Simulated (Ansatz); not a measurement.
bcc Hf (high-temperature phase), treated with HSE06 in Ansatz (PAW).

Settings: plane-wave cutoff 500 eV, 10×10×10 k mesh, Fermi–Dirac smearing 0.1 eV, scalar-relativistic PAW data made under PBE.

Computed at the level's own relaxed cell.

Problem. Give the computed equilibrium volume per atom and equilibrium lattice constant a.

Solution. 
- equilibrium volume per atom = 22.80 Å³/atom
- equilibrium lattice constant a = 3.573 Å

The run finds no gap.

Note: exact exchange on metals is sensitive to the k mesh and can open a false gap; symmetry holds this phase in the static calculation, where it need not be a minimum; the relaxation could not lower the start's symmetry, so the cell can be a saddle point above a distorted one.

Spin–orbit coupling is not included.

The computed numbers hold no vibrational or temperature effects.

Computing time: about 13 core-minutes (a rough figure).

Ansatz is a first-principles code.
